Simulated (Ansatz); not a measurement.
## CaB6-type CaB6

All values below come from PBEsol in Ansatz (plane waves, PAW).

Run with plane-wave cutoff 520 eV, 8×8×8 k mesh, Fermi–Dirac smearing 0.01 eV, scalar-relativistic PAW data made under PBE.

Cell (relaxed at this level):

```yaml
crystal:
  lattice:
    - [4.12718, 0.00000, 0.00000]
    - [0.00000, 4.12718, 0.00000]
    - [0.00000, 0.00000, 4.12718]
  atoms:
    - { symbol: Ca, position: [0.00000, 0.00000, 0.00000] }
    - { symbol: B, position: [0.79835, 0.50000, 0.50000] }
    - { symbol: B, position: [0.50000, 0.20165, 0.50000] }
    - { symbol: B, position: [0.50000, 0.79835, 0.50000] }
    - { symbol: B, position: [0.20165, 0.50000, 0.50000] }
    - { symbol: B, position: [0.50000, 0.50000, 0.79835] }
    - { symbol: B, position: [0.50000, 0.50000, 0.20165] }
```

```yaml
band_gap: none
```

Measured, for comparison: band gap 1 eV (temperature not stated, not corrected to a static lattice; as tabulated in Wu et al. (2004), arXiv:cond-mat/0401246). Computed (rounded) less measured: band gap -1.00 eV.

Note: this level leaves the solid without a gap, although one is measured.

It cost very roughly 25 core-seconds of CPU time.

Ansatz is an electronic-structure program.
